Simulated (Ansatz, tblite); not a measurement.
# The cluster TaSi₃−: one state, many levels

Aim: run the singlet of the cluster TaSi₃− at one geometry on many levels, and compare frontier levels, spin and run time.

Computed with Ansatz 0.2.0, Gaussian basis. Level: as each input shows.

Levels to be run: GFN1-xTB, GFN2-xTB, PBE-D4/def2-TZVPD, r2SCAN-D4/def2-TZVPD, CAM-B3LYP-D4/def2-TZVPD, revPBE-D4/def2-TZVPD, r2SCANh-D4/def2-TZVPD, r2SCAN0-D4/def2-TZVPD, BLYP-D4/def2-TZVPD, LC-ωPBE(0.10)/def2-TZVPD, LC-ωPBE(0.15)/def2-TZVPD, LC-ωPBE(0.20)/def2-TZVPD, LC-ωPBE(0.30)/def2-TZVPD, PBE-D4/def2-SVPD, PBE0-D4/def2-SVPD, CCSD(T)/def2-TZVPPD, MP2/def2-TZVPD, RPA/def2-TZVPD.

### Step 1. The relaxed structure

The singlet was relaxed beforehand with PBE-D4/def2-SVPD. At that level it is the lowest of the isomers that a small search found.

4 atoms, charge -1, spin multiplicity 1.

Bond lengths: Ta1–Si2 2.442 Å, Ta1–Si3 3.366 Å, Ta1–Si4 2.443 Å, Si2–Si3 2.355 Å, Si3–Si4 2.354 Å. Angles: Si2–Ta1–Si3 44.4°, Si2–Ta1–Si4 63.1°, Si3–Ta1–Si4 44.4°, Ta1–Si2–Si3 89.1°, Ta1–Si3–Si2 46.5°, Ta1–Si3–Si4 46.5°, Si2–Si3–Si4 65.8°, Ta1–Si4–Si3 89.1°.

Ta takes a core potential in the def2 sets. No spin-orbit coupling is included. The ion is computed in the gas phase, without counter-ions or solvent.

PBE0-D4/def2-TZVPD was run before; its log isn't repeated, and its numbers join the tables.

### Step 2. GFN1-xTB

Tight binding, by tblite at 300 K electronic temperature and without a spin-polarisation term:

```python
tblite.interface.Calculator('GFN1-xTB', numbers, positions, charge=-1, uhf=0).singlepoint()
```

Energy -204.7594 eV, HOMO -5.46 eV, LUMO -5.21 eV; 0.005 s.

### Step 3. GFN2-xTB

Tight binding, by tblite at 300 K electronic temperature and without a spin-polarisation term:

```python
tblite.interface.Calculator('GFN2-xTB', numbers, positions, charge=-1, uhf=0).singlepoint()
```

Energy -192.6734 eV, HOMO -1.68 eV, LUMO -1.53 eV; 0.008 s.

### Step 4. PBE-D4/def2-TZVPD

start.molden holds the orbitals of an earlier run on this state, given as this run's starting guess.

File in.yaml:

```yaml
crystal:
  periodic: [false, false, false]
  atoms:
    - {symbol: Ta, position_ang: [-1.033016, -1.403283, -0.473504]}
    - {symbol: Si, position_ang: [-0.961199, 1.010522, -0.108650]}
    - {symbol: Si, position_ang: [1.356556, 0.967514, -0.522052]}
    - {symbol: Si, position_ang: [0.637659, -0.574763, 1.104216]}
basis:
  gaussian: {orbitals: def2-TZVPD, initial_orbitals: start.molden}
total_charge: -1
hamiltonian: {xc: pbe, dispersion: d4}
scf: {omitted_lower_state_checks: [starts]}
output: {orbitals: {seedname: orbitals}}
```

Run with:

```bash
> ansatz run in.yaml --threads 4 --pin off --events-out ev --progress --plain --max-ram 3916MiB
```

Further steps of the session: r2SCAN-D4/def2-TZVPD; CAM-B3LYP-D4/def2-TZVPD; revPBE-D4/def2-TZVPD; r2SCANh-D4/def2-TZVPD; r2SCAN0-D4/def2-TZVPD; BLYP-D4/def2-TZVPD; LC-ωPBE(0.10)/def2-TZVPD; LC-ωPBE(0.15)/def2-TZVPD; LC-ωPBE(0.20)/def2-TZVPD; LC-ωPBE(0.30)/def2-TZVPD; PBE-D4/def2-SVPD; PBE0-D4/def2-SVPD; CCSD(T)/def2-TZVPPD; MP2/def2-TZVPD; RPA/def2-TZVPD.

Before running them: what should the planned runs give, taken together? Wanted: gap in def2-TZVPD, named functionals, smallest and largest; gap over the ω; correlation energy, CCSD(T)/def2-TZVPPD; correlation energy, MP2/def2-TZVPD; PBE0 total energy, smallest basis above largest.

The runs gave:

```
                                                  quantity                                     value
gap in def2-TZVPD, named functionals, smallest and largest  0.12 eV (PBE-D4), 3.62 eV (CAM-B3LYP-D4)
                                   gap over the ω (1/bohr)            2.86 eV at 0.1, 5.22 eV at 0.3
                   correlation energy, CCSD(T)/def2-TZVPPD                                 -22.50 eV
                        correlation energy, MP2/def2-TZVPD                                 -19.45 eV
           PBE0 total energy, smallest basis above largest           8.24 eV (def2-SVPD, def2-TZVPD)
```

Over the named functionals in def2-TZVPD the gap runs from 0.12 eV (PBE-D4) to 3.62 eV (CAM-B3LYP-D4); exact exchange widens it. Raising the ω (1/bohr) from 0.1 to 0.3 moves the HOMO by -1.32 eV and the LUMO by +1.05 eV. PBE-D4, revPBE-D4, BLYP-D4, r2SCAN-D4 put the HOMO above zero; others here keep it below zero, so the sign hangs on the functional's self-interaction and doesn't show that the species is unbound. Notes on CCSD(T)/def2-TZVPPD and its Hartree-Fock reference, which MP2 shares: large T1 diagnostic, restricted state is unstable towards broken spin symmetry.
